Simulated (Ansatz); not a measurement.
**Molecular dynamics of AlH4PSi**

Input:

```yaml
crystal:
  periodic: [false, false, false]
  atoms:
    - { symbol: Al, position_ang: [-1.166812, -0.56652, -0.550234] }
    - { symbol: Si, position_ang: [0.31424, 1.013647, 0.368857] }
    - { symbol: P, position_ang: [0.611601, -1.299978, 0.777802] }
    - { symbol: H, position_ang: [-2.321563, -1.096073, -1.486872] }
    - { symbol: H, position_ang: [1.451078, 1.718156, -0.292851] }
    - { symbol: H, position_ang: [-0.014475, 1.662336, 1.671015] }
    - { symbol: H, position_ang: [1.187231, -1.499467, -0.533416] }
basis:
  gaussian: { orbitals: def2-SVP }
hamiltonian:
  xc: b3lyp
md:
  timestep: 0.5
  n_steps: 100
  ensemble: nve
  temperature: 300.0
  initial_velocities: maxwell_boltzmann
  seed: 973215
scf:
  lower_state_search: "off"
```

Command:

```bash
$ ansatz run input.yaml --threads 1 --pin off --max-ram 2048MiB --backend cpu --events-out ev --progress --plain --runs-dir out
```

It starts from a relaxed structure.

Output, in part (one step line in 2, the closing report, with atoms numbered from 0):

```
md step     0: t =     0.00 fs  T =   300.0 K  F+E_penalty+E_count = -23821.62095872 eV  E_kin = 0.193890 eV  conserved = -23821.42706872 eV  (14 SCF iters)
md step     2: t =     1.00 fs  T =   281.6 K  F+E_penalty+E_count = -23821.60897209 eV  E_kin = 0.182001 eV  conserved = -23821.42697116 eV  (16 SCF iters)
md step     4: t =     2.00 fs  T =   237.0 K  F+E_penalty+E_count = -23821.57983394 eV  E_kin = 0.153170 eV  conserved = -23821.42666406 eV  (16 SCF iters)
md step     6: t =     3.00 fs  T =   194.6 K  F+E_penalty+E_count = -23821.55212723 eV  E_kin = 0.125750 eV  conserved = -23821.42637703 eV  (16 SCF iters)
md step     8: t =     4.00 fs  T =   180.1 K  F+E_penalty+E_count = -23821.54274635 eV  E_kin = 0.116377 eV  conserved = -23821.42636950 eV  (14 SCF iters)
md step    10: t =     5.00 fs  T =   194.3 K  F+E_penalty+E_count = -23821.55219842 eV  E_kin = 0.125561 eV  conserved = -23821.42663786 eV  (16 SCF iters)
md step    12: t =     6.00 fs  T =   213.3 K  F+E_penalty+E_count = -23821.56476206 eV  E_kin = 0.137840 eV  conserved = -23821.42692247 eV  (16 SCF iters)
md step    14: t =     7.00 fs  T =   210.7 K  F+E_penalty+E_count = -23821.56319045 eV  E_kin = 0.136190 eV  conserved = -23821.42700082 eV  (16 SCF iters)
md step    16: t =     8.00 fs  T =   178.1 K  F+E_penalty+E_count = -23821.54199609 eV  E_kin = 0.115135 eV  conserved = -23821.42686147 eV  (16 SCF iters)
md step    18: t =     9.00 fs  T =   127.4 K  F+E_penalty+E_count = -23821.50895402 eV  E_kin = 0.082327 eV  conserved = -23821.42662700 eV  (16 SCF iters)
md step    20: t =    10.00 fs  T =    79.9 K  F+E_penalty+E_count = -23821.47809197 eV  E_kin = 0.051663 eV  conserved = -23821.42642882 eV  (14 SCF iters)
md step    22: t =    11.00 fs  T =    54.5 K  F+E_penalty+E_count = -23821.46159754 eV  E_kin = 0.035251 eV  conserved = -23821.42634666 eV  (13 SCF iters)
md step    24: t =    12.00 fs  T =    59.1 K  F+E_penalty+E_count = -23821.46460110 eV  E_kin = 0.038195 eV  conserved = -23821.42640633 eV  (14 SCF iters)
md step    26: t =    13.00 fs  T =    87.9 K  F+E_penalty+E_count = -23821.48337476 eV  E_kin = 0.056786 eV  conserved = -23821.42658857 eV  (14 SCF iters)
md step    28: t =    14.00 fs  T =   123.6 K  F+E_penalty+E_count = -23821.50667948 eV  E_kin = 0.079856 eV  conserved = -23821.42682308 eV  (16 SCF iters)
md step    30: t =    15.00 fs  T =   144.6 K  F+E_penalty+E_count = -23821.52045454 eV  E_kin = 0.093470 eV  conserved = -23821.42698434 eV  (16 SCF iters)
md step    32: t =    16.00 fs  T =   137.2 K  F+E_penalty+E_count = -23821.51560775 eV  E_kin = 0.088666 eV  conserved = -23821.42694162 eV  (16 SCF iters)
md step    34: t =    17.00 fs  T =   106.7 K  F+E_penalty+E_count = -23821.49565988 eV  E_kin = 0.068985 eV  conserved = -23821.42667442 eV  (16 SCF iters)
md step    36: t =    18.00 fs  T =    78.5 K  F+E_penalty+E_count = -23821.47710535 eV  E_kin = 0.050730 eV  conserved = -23821.42637531 eV  (14 SCF iters)
md step    38: t =    19.00 fs  T =    79.5 K  F+E_penalty+E_count = -23821.47767691 eV  E_kin = 0.051356 eV  conserved = -23821.42632120 eV  (13 SCF iters)
md step    40: t =    20.00 fs  T =   114.4 K  F+E_penalty+E_count = -23821.50049865 eV  E_kin = 0.073926 eV  conserved = -23821.42657258 eV  (16 SCF iters)
md step    42: t =    21.00 fs  T =   160.6 K  F+E_penalty+E_count = -23821.53072590 eV  E_kin = 0.103828 eV  conserved = -23821.42689795 eV  (16 SCF iters)
md step    44: t =    22.00 fs  T =   188.2 K  F+E_penalty+E_count = -23821.54864690 eV  E_kin = 0.121606 eV  conserved = -23821.42704121 eV  (16 SCF iters)
md step    46: t =    23.00 fs  T =   182.4 K  F+E_penalty+E_count = -23821.54480392 eV  E_kin = 0.117857 eV  conserved = -23821.42694680 eV  (16 SCF iters)
md step    48: t =    24.00 fs  T =   150.7 K  F+E_penalty+E_count = -23821.52409230 eV  E_kin = 0.097371 eV  conserved = -23821.42672159 eV  (16 SCF iters)
md step    50: t =    25.00 fs  T =   113.4 K  F+E_penalty+E_count = -23821.49981144 eV  E_kin = 0.073306 eV  conserved = -23821.42650497 eV  (15 SCF iters)
md step    52: t =    26.00 fs  T =    91.0 K  F+E_penalty+E_count = -23821.48520632 eV  E_kin = 0.058816 eV  conserved = -23821.42639024 eV  (13 SCF iters)
md step    54: t =    27.00 fs  T =    94.4 K  F+E_penalty+E_count = -23821.48741765 eV  E_kin = 0.061002 eV  conserved = -23821.42641531 eV  (14 SCF iters)
md step    56: t =    28.00 fs  T =   121.2 K  F+E_penalty+E_count = -23821.50487641 eV  E_kin = 0.078304 eV  conserved = -23821.42657220 eV  (14 SCF iters)
md step    58: t =    29.00 fs  T =   156.4 K  F+E_penalty+E_count = -23821.52788613 eV  E_kin = 0.101083 eV  conserved = -23821.42680271 eV  (15 SCF iters)
md step    60: t =    30.00 fs  T =   178.8 K  F+E_penalty+E_count = -23821.54255340 eV  E_kin = 0.115564 eV  conserved = -23821.42698961 eV  (15 SCF iters)
md step    62: t =    31.00 fs  T =   172.0 K  F+E_penalty+E_count = -23821.53818250 eV  E_kin = 0.111191 eV  conserved = -23821.42699166 eV  (15 SCF iters)
md step    64: t =    32.00 fs  T =   137.7 K  F+E_penalty+E_count = -23821.51573246 eV  E_kin = 0.088985 eV  conserved = -23821.42674772 eV  (15 SCF iters)
md step    66: t =    33.00 fs  T =    99.3 K  F+E_penalty+E_count = -23821.49056785 eV  E_kin = 0.064157 eV  conserved = -23821.42641046 eV  (15 SCF iters)
md step    68: t =    34.00 fs  T =    87.6 K  F+E_penalty+E_count = -23821.48286093 eV  E_kin = 0.056586 eV  conserved = -23821.42627525 eV  (13 SCF iters)
md step    70: t =    35.00 fs  T =   114.6 K  F+E_penalty+E_count = -23821.50053862 eV  E_kin = 0.074063 eV  conserved = -23821.42647512 eV  (14 SCF iters)
md step    72: t =    36.00 fs  T =   162.5 K  F+E_penalty+E_count = -23821.53181390 eV  E_kin = 0.104994 eV  conserved = -23821.42681957 eV  (15 SCF iters)
md step    74: t =    37.00 fs  T =   199.5 K  F+E_penalty+E_count = -23821.55593768 eV  E_kin = 0.128916 eV  conserved = -23821.42702158 eV  (16 SCF iters)
md step    76: t =    38.00 fs  T =   205.8 K  F+E_penalty+E_count = -23821.55995608 eV  E_kin = 0.132982 eV  conserved = -23821.42697451 eV  (16 SCF iters)
md step    78: t =    39.00 fs  T =   184.0 K  F+E_penalty+E_count = -23821.54571108 eV  E_kin = 0.118943 eV  conserved = -23821.42676821 eV  (16 SCF iters)
md step    80: t =    40.00 fs  T =   152.7 K  F+E_penalty+E_count = -23821.52525003 eV  E_kin = 0.098705 eV  conserved = -23821.42654463 eV  (16 SCF iters)
md step    82: t =    41.00 fs  T =   132.7 K  F+E_penalty+E_count = -23821.51216956 eV  E_kin = 0.085759 eV  conserved = -23821.42641020 eV  (14 SCF iters)
md step    84: t =    42.00 fs  T =   136.8 K  F+E_penalty+E_count = -23821.51484591 eV  E_kin = 0.088434 eV  conserved = -23821.42641153 eV  (14 SCF iters)
md step    86: t =    43.00 fs  T =   165.0 K  F+E_penalty+E_count = -23821.53320541 eV  E_kin = 0.106657 eV  conserved = -23821.42654794 eV  (16 SCF iters)
md step    88: t =    44.00 fs  T =   204.2 K  F+E_penalty+E_count = -23821.55874554 eV  E_kin = 0.131973 eV  conserved = -23821.42677233 eV  (16 SCF iters)
md step    90: t =    45.00 fs  T =   233.3 K  F+E_penalty+E_count = -23821.57775839 eV  E_kin = 0.150778 eV  conserved = -23821.42698071 eV  (15 SCF iters)
md step    92: t =    46.00 fs  T =   233.5 K  F+E_penalty+E_count = -23821.57795491 eV  E_kin = 0.150921 eV  conserved = -23821.42703401 eV  (15 SCF iters)
md step    94: t =    47.00 fs  T =   201.2 K  F+E_penalty+E_count = -23821.55686909 eV  E_kin = 0.130023 eV  conserved = -23821.42684648 eV  (15 SCF iters)
md step    96: t =    48.00 fs  T =   154.5 K  F+E_penalty+E_count = -23821.52636764 eV  E_kin = 0.099851 eV  conserved = -23821.42651635 eV  (15 SCF iters)
md step    98: t =    49.00 fs  T =   123.6 K  F+E_penalty+E_count = -23821.50618591 eV  E_kin = 0.079870 eV  conserved = -23821.42631550 eV  (14 SCF iters)
md step   100: t =    50.00 fs  T =   126.4 K  F+E_penalty+E_count = -23821.50810892 eV  E_kin = 0.081679 eV  conserved = -23821.42642946 eV  (13 SCF iters)
Total energy: -23821.50836026 eV, -875.4242854411 hartree
Atom 0 at    -1.179361    -0.573133    -0.560572 Å, force     0.303321     0.176500     0.319908 eV/Å
Atom 1 at     0.313387     0.996876     0.366527 Å, force    -0.501569    -0.588007    -0.263760 eV/Å
Atom 2 at     0.629899    -1.285260     0.792493 Å, force    -0.336537    -0.080545    -0.474256 eV/Å
Atom 3 at    -2.334426    -0.953147    -1.561830 Å, force    -0.001136    -0.150809     0.014277 eV/Å
Atom 4 at     1.455431     1.673342    -0.201355 Å, force     0.766197     0.410481    -0.482181 eV/Å
Atom 5 at     0.037447     1.597821     1.646773 Å, force    -0.359856     0.477883     0.872092 eV/Å
Atom 6 at     0.941252    -1.341023    -0.635492 Å, force     0.129580    -0.245504     0.013921 eV/Å
Dipole moment:    -0.277596     0.018887    -0.227714 e Å
```

All steps were run. The conserved energy stayed within 0.11 meV per atom of its start (net change 0.091 meV per atom), so the integration is sound. A run of 0.05 ps of so small a system gives no equilibrium averages.

The same pairs are bonded in the first frame and the last. Pairs count as bonded within 1.25 times the sum of covalent radii (0.12 Å more for H–H).

Last frame:

```xyz
7
Properties=species:S:1:pos:R:3
Al -1.179 -0.573 -0.561
Si 0.313 0.997 0.366
P 0.630 -1.285 0.792
H -2.334 -0.953 -1.562
H 1.455 1.673 -0.201
H 0.037 1.598 1.647
H 0.941 -1.341 -0.635
```

Run time: 2.7 min on 1 thread of Arm Neoverse V1, with other jobs on the host, peak memory 0.25 GiB.
